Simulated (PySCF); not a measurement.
Computed with core-valence-separated Tamm–Dancoff BHandHLYP/aug-pcX-1 (pcseg-1 on H, def2-SVPD on Cl) in PySCF, non-relativistic, gas phase, PBE0-D3(BJ)/def2-SVP geometry. BHandHLYP without relativity tends to put these K edges a few eV too low, so spacings mean more than positions.

Main lines of an unknown, eV (oscillator strength): C K: 284.6 (0.084), 286.2 (0.021), 286.4 (0.030), 286.5 (0.029), 286.8 (0.018); O K: 529.1 (0.050), 534.0 (0.013). Listed: the first five lines at most of each edge with a tenth or more of its strongest line's intensity; roots within 0.03 eV on the same or equivalent atoms are summed. Only the lowest roots were sought, and the top ones are left out.

Problem. Which candidate gives them?
A. propionyl chloride, `CCC(=O)Cl`
B. 3-chloropropanal, `O=CCCCl`

Solution. A. 

- `CCC(=O)Cl`: C K: 284.6 (0.084), 286.2 (0.021), 286.4 (0.030), 286.5 (0.029), 286.8 (0.018); O K: 529.1 (0.050), 534.0 (0.013). First C line listed at 284.6 eV, hole on the acyl halide carbon (1s→π*); first O line listed at 529.1 eV, hole on the carbonyl oxygen (1s→π*).
- `O=CCCCl`: C K: 283.3 (0.080), 285.0 (0.069), 286.0 (0.021), 286.6 (0.036), 287.5 (0.012); O K: 528.4 (0.053). First C line listed at 283.3 eV, hole on the aldehyde carbon (1s→π*); first O line listed at 528.4 eV, hole on the aldehyde oxygen (1s→π*).

One conformer each; other structures than these candidates weren't tested.

Shape of the structure used: `[CH3:1][CH2:2][C:3](=[O:4])[Cl:5]`: C1–C2–C3–O4 1°.
